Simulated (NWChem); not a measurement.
System: hydrazine (N2H4); SMILES NN

Here is an NWChem input.

```
start job
memory heap 200 mb stack 900 mb global 1100 mb
geometry units angstroms noautosym nocenter noautoz
  N     -0.068466     0.707447     0.075727
  N      0.068466    -0.707447     0.075727
  H      0.849513     1.113869     0.294813
  H     -0.339383     1.086120    -0.846530
  H     -0.849513    -1.113869     0.294813
  H      0.339383    -1.086120    -0.846530
end
basis spherical
  N library def2-svp
  H library def2-svp
end
dft
  xc m06-2x
  iterations 150
end
cosmo
  do_cosmo_smd true
  solvent acetone
end
task dft energy
```

Parts of the log:

```
             Northwest Computational Chemistry Package (NWChem) 7.3.0
             --------------------------------------------------------

                             Geometry "geometry" -> ""
                             -------------------------

 Output coordinates in angstroms (scale by  1.889725989 to convert to a.u.)

  No.       Tag          Charge          X              Y              Z
 ---- ---------------- ---------- -------------- -------------- --------------
    1 N                    7.0000    -0.06846600     0.70744700     0.07572700
    2 N                    7.0000     0.06846600    -0.70744700     0.07572700
    3 H                    1.0000     0.84951300     1.11386900     0.29481300
    4 H                    1.0000    -0.33938300     1.08612000    -0.84653000
    5 H                    1.0000    -0.84951300    -1.11386900     0.29481300
    6 H                    1.0000     0.33938300    -1.08612000    -0.84653000

 Effective nuclear repulsion energy (a.u.)      41.4198222993

                                 NWChem DFT Module
                                 -----------------

 Summary of "ao basis" -> "ao basis" (spherical)
 ------------------------------------------------------------------------------
       Tag                 Description            Shells   Functions and Types
 ---------------- ------------------------------  ------  ---------------------
 N                          def2-svp                 6       14   3s2p1d
 H                          def2-svp                 3        5   2s1p

 in cosmo_initialize ...
 calling solv_data for solv:acetone

 solvent parameters
 solvname_short: acetone
 solvname_long:  acetone
 dielec:       20.4930
 dielecinf:     1.8463
 nonaqueous SMD model solvent descriptors
 dielec:       20.4930
 sola:          0.0400
 solb:          0.4900
 solc:          0.0000
 solg:         33.7700
 solh:          0.0000
 soln:          1.3588

          ---------------
          -cosmo- solvent
          ---------------
 Cosmo: York-Karplus, doi: 10.1021/jp992097l
 dielectric constant -eps-     =  20.49
 screen = (eps-1)/(eps    )    =   0.95120
 surface charge correction     = lagrangian

   van der Waals surface
 --------------------------

 ---------- ATOMIC COORDINATES (A.U.) ------------ VDWR(ANG.) --
     1   -0.12938198    1.33688098    0.14310328     1.890
     2    0.12938198   -1.33688098    0.14310328     1.890
     3    1.60534679    2.10490720    0.55711579     1.200
     4   -0.64134088    2.05246919   -1.59970974     1.200
     5   -1.60534679   -2.10490720    0.55711579     1.200
     6    0.64134088   -2.05246919   -1.59970974     1.200
 number of segments per atom =        128
 number of   points per atom =        128
 atom (   nspa,  nppa )
 ----------------------
    1 (     75,     0 )       0
    2 (     75,     0 )       0
    3 (     47,     0 )       0
    4 (     48,     0 )       0
    5 (     47,     0 )       0
    6 (     48,     0 )       0
 number of -cosmo- surface points =      340
 molecular surface =     66.854 angstrom**2
 molecular volume  =     48.392 angstrom**3
 -lineq- algorithm             =   0
 -bem- low  level              =   3
 -bem- from -octahedral-
 gaussian surface charge width =   4.50000
 degree of switching           =   1.00000
 switching function tolerance  =   0.00010
 atomic radii =
 --------------
    1  7.000  1.890
    2  7.000  1.890
    3  1.000  1.200
    4  1.000  1.200
    5  1.000  1.200
    6  1.000  1.200
 ...... end of -cosmo- initialization ......

 nat:                     6
 ixmem:                  2111
 calling mnsol_interface()
 G(SMD-CDS) energy (kcal/mol)  =     2.157
 SMD-CDS SASA (angstrom**2)    =    84.110

[...]

                                COSMO-SMD solvation results
                                ---------------------------

             internal energy in gas <Psi(g)|H|Psi(g)> =      -111.717695681933
         internal energy in solvent <Psi(s)|H|Psi(s)> =      -111.716216258285
                               delta internal energy  =         0.001479423648 (    0.93 kcal/mol)
   total free energy in solvent <Psi(s)|H+V/2|Psi(s)> =      -111.729689073596
 polarization energy contribution <Psi(s)|V/2|Psi(s)> =        -0.013472815311 (   -8.45 kcal/mol)
    total free energy in solvent including G(SMD-CDS) =      -111.726251149279
                       G(SMD-CDS) energy contribution =         0.003437924317 (    2.16 kcal/mol)
     1 M fixed-concentration free energy of solvation =        -0.008555467347 (   -5.37 kcal/mol)

                       DFT Final Molecular Orbital Analysis
                       ------------------------------------

 Vector    7  Occ=2.000000D+00  E=-5.036768D-01
              MO Center=  2.4D-10,  3.6D-10,  1.4D-01, r^2= 1.6D+00
   Bfn.  Coefficient  Atom+Function         Bfn.  Coefficient  Atom+Function
  ----- ------------  ---------------      ----- ------------  ---------------
     5      0.335611  1 N  py                19     -0.335611  2 N  py
    29     -0.258309  3 H  s                 39     -0.258309  5 H  s
     8     -0.166739  1 N  py                22      0.166739  2 N  py
     4      0.139100  1 N  px                18     -0.139100  2 N  px
     6      0.132872  1 N  pz                20      0.132872  2 N  pz

 Vector    8  Occ=2.000000D+00  E=-3.100691D-01
              MO Center=  3.0D-08, -9.9D-08,  1.6D-01, r^2= 1.5D+00
   Bfn.  Coefficient  Atom+Function         Bfn.  Coefficient  Atom+Function
  ----- ------------  ---------------      ----- ------------  ---------------
     4      0.337399  1 N  px                18     -0.337399  2 N  px
     7     -0.256704  1 N  px                21      0.256704  2 N  px
     6     -0.192605  1 N  pz                20     -0.192605  2 N  pz
     9      0.188280  1 N  pz                23      0.188280  2 N  pz
    29     -0.171552  3 H  s                 39     -0.171552  5 H  s

 Vector    9  Occ=2.000000D+00  E=-3.095302D-01
              MO Center= -3.0D-08,  1.0D-07,  1.2D-01, r^2= 1.6D+00
   Bfn.  Coefficient  Atom+Function         Bfn.  Coefficient  Atom+Function
  ----- ------------  ---------------      ----- ------------  ---------------
     6      0.347153  1 N  pz                20     -0.347153  2 N  pz
     9     -0.263657  1 N  pz                23      0.263657  2 N  pz
    34      0.198387  4 H  s                 44     -0.198387  6 H  s
     3     -0.189256  1 N  s                 17      0.189256  2 N  s
     4     -0.178320  1 N  px                18     -0.178320  2 N  px

 Vector   10  Occ=0.000000D+00  E= 1.058879D-01
              MO Center=  4.8D-09,  5.0D-09, -6.6D-01, r^2= 4.5D+00
   Bfn.  Coefficient  Atom+Function         Bfn.  Coefficient  Atom+Function
  ----- ------------  ---------------      ----- ------------  ---------------
     3      0.942705  1 N  s                 17      0.942705  2 N  s
    35     -0.790546  4 H  s                 45     -0.790546  6 H  s
    30     -0.602407  3 H  s                 40     -0.602407  5 H  s
     8      0.235542  1 N  py                22     -0.235542  2 N  py
     9     -0.206295  1 N  pz                23     -0.206295  2 N  pz

 Vector   11  Occ=0.000000D+00  E= 1.374696D-01
              MO Center= -7.1D-09, -8.3D-09, -1.0D-01, r^2= 5.4D+00
   Bfn.  Coefficient  Atom+Function         Bfn.  Coefficient  Atom+Function
  ----- ------------  ---------------      ----- ------------  ---------------
     3      1.242720  1 N  s                 17     -1.242720  2 N  s
    30     -0.937967  3 H  s                 40      0.937967  5 H  s
    35     -0.636879  4 H  s                 45      0.636879  6 H  s
     7      0.268584  1 N  px                21      0.268584  2 N  px
     2      0.149408  1 N  s                 16     -0.149408  2 N  s

 Vector   12  Occ=0.000000D+00  E= 1.811362D-01
              MO Center=  5.6D-09,  5.2D-09, -1.5D-01, r^2= 5.0D+00
   Bfn.  Coefficient  Atom+Function         Bfn.  Coefficient  Atom+Function
  ----- ------------  ---------------      ----- ------------  ---------------
    30      1.091211  3 H  s                 40      1.091211  5 H  s
    35     -0.826014  4 H  s                 45     -0.826014  6 H  s
     7     -0.474722  1 N  px                21      0.474722  2 N  px
     9     -0.340447  1 N  pz                23     -0.340447  2 N  pz
     4      0.182875  1 N  px                18     -0.182875  2 N  px

     Multipole analysis of the density
     ---------------------------------

     L   x y z        total         alpha         beta         nuclear
     -   - - -        -----         -----         ----         -------
     0   0 0 0     -0.000000     -9.000000     -9.000000     18.000000

     1   1 0 0      0.000000      0.000000      0.000000      0.000000
     1   0 1 0     -0.000000     -0.000000     -0.000000      0.000000
     1   0 0 1     -1.003232     -0.460745     -0.460745     -0.081742

     2   2 0 0     -9.228585     -7.719927     -7.719927      6.211269
     2   1 1 0      2.074281      0.185145      0.185145      1.703991
     2   1 0 1     -0.000000     -0.000000     -0.000000      0.000000
     2   0 2 0     -8.852577    -25.580308    -25.580308     42.308039
     2   0 1 1      0.000000      0.000000      0.000000      0.000000
     2   0 0 2     -9.383140     -7.704369     -7.704369      6.025598
```

Level: M06-2X/def2-SVP, SMD on the gas-phase geometry. All runs use the structure optimised with PBE-D3(BJ)/def2-SVP. Solvent: acetone.
